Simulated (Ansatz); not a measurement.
`B1CN1`, 7 atoms. Total charge 0; spin multiplicity 1. All runs use 2 threads of an INTEL XEON PLATINUM 8581C on a shared host. Correlated methods freeze the cores. Open-shell runs search over several starts.

How many basis functions does each run have, and how long does it take in Ansatz? RKS PBE0-D4/def2-SVP energy; RHF-CCSD(T)/def2-TZVPP energy; RKS PBE0-D4/def2-TZVP frequencies; RHF-CCSD(T)/def2-SVP energy; RKS PBE0-D4/def2-QZVPP energy; direct RPA on PBE orbitals/def2-TZVPP energy; RKS r2SCANh-D4/def2-TZVPP energy; RKS PBE0-D4/def2-TZVPP energy; RKS ωB97M-V/def2-QZVPP energy; RKS ωB97M-V/def2-SVP energy; UKS ωB97X-V/def2-TZVPP energy of the cation; UHF-CCSD(T)/def2-TZVPP energy of the cation. (Best estimate.)

Ansatz gave: Other jobs shared the machine, so times are rough.

```json
{"level": "RKS PBE0-D4/def2-SVP", "job": "energy", "functions": "62", "wall time": "0.4 s", "peak host memory (GiB)": "0.3"}
{"level": "RHF-CCSD(T)/def2-SVP", "job": "energy", "functions": "62", "wall time": "0.65 s", "peak host memory (GiB)": "0.3"}
{"level": "RKS PBE0-D4/def2-TZVPP", "job": "energy", "functions": "149", "wall time": "1.1 s", "peak host memory (GiB)": "0.21"}
{"level": "RKS ωB97M-V/def2-SVP", "job": "energy", "functions": "62", "wall time": "1.4 s", "peak host memory (GiB)": "0.3"}
{"level": "RKS r2SCANh-D4/def2-TZVPP", "job": "energy", "functions": "149", "wall time": "1.5 s", "peak host memory (GiB)": "0.3"}
{"level": "direct RPA on PBE orbitals/def2-TZVPP", "job": "energy", "functions": "149", "wall time": "1.8 s", "peak host memory (GiB)": "0.3"}
{"level": "RKS PBE0-D4/def2-QZVPP", "job": "energy", "functions": "291", "wall time": "2.5 s", "peak host memory (GiB)": "0.59"}
{"level": "RKS ωB97M-V/def2-QZVPP", "job": "energy", "functions": "291", "wall time": "5.5 s", "peak host memory (GiB)": "0.74"}
{"level": "RHF-CCSD(T)/def2-TZVPP", "job": "energy", "functions": "149", "wall time": "8 s", "peak host memory (GiB)": "0.98"}
{"level": "UKS ωB97X-V/def2-TZVPP", "job": "energy of the cation", "functions": "149", "wall time": "14 s", "peak host memory (GiB)": "0.46"}
{"level": "UHF-CCSD(T)/def2-TZVPP", "job": "energy of the cation", "functions": "149", "wall time": "27 s", "peak host memory (GiB)": "2.3"}
{"level": "RKS PBE0-D4/def2-TZVP", "job": "frequencies", "functions": "117", "wall time": "29 s", "peak host memory (GiB)": "0.3"}
```
